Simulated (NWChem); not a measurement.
Correlation energy of hydrogen cyanide (CHN)

SMILES: C#N
```xyz
3

C      0.0000     0.0000    -0.5060
N      0.0000     0.0000     0.6613
H      0.0000     0.0000    -1.5931
```
Charge 0, spin multiplicity 1.

All runs are NWChem calculations. All single points use one geometry, from PBE/def2-SVP, a minimum by its harmonic frequencies.

Basis set: 6-311G**. Each correlation energy counts from its own Hartree-Fock reference.

The correlated methods keep 2 core orbitals frozen. The Pople sets run with spherical d functions. Coupled-cluster values serve here as a point of comparison, not as the truth.

One of these methods gave a correlation energy of -310.5 mHa. Which?
A. MP2
B. SCS-MP2
C. CR-CCSD[T]
D. CCSD

D, CCSD. The others give -298.3 (SCS-MP2), -323.0 (CR-CCSD[T]), -304.8 (MP2).
